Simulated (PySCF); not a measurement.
Method: TPSSh-D3(BJ)/def2-TZVP // PBE0-D3(BJ)/def2-TZVP run with PySCF 2.14.0. Gas-phase values, no solvent. One relaxed conformer stands for a flexible species; it need not be the lowest. 

Reference species (SMILES): `F[Si](F)(F)F` (neutral, multiplicity 1).

The S1 oscillator strength comes out as 0.000. The HOMO is -11.59 eV.

Changed species: `F[Si](F)(S)S` (S–Si–S–H torsion 49°, S–Si–S–H torsion 49°) (2 of 4 F replaced by SH; the reference has 0 of 4 F replaced by SH).

Task: Give the shifts of the S1 oscillator strength and HOMO.

Result: the S1 oscillator strength rises by 0.015, to 0.015; the HOMO rises by 4.15 eV, to -7.44 eV.
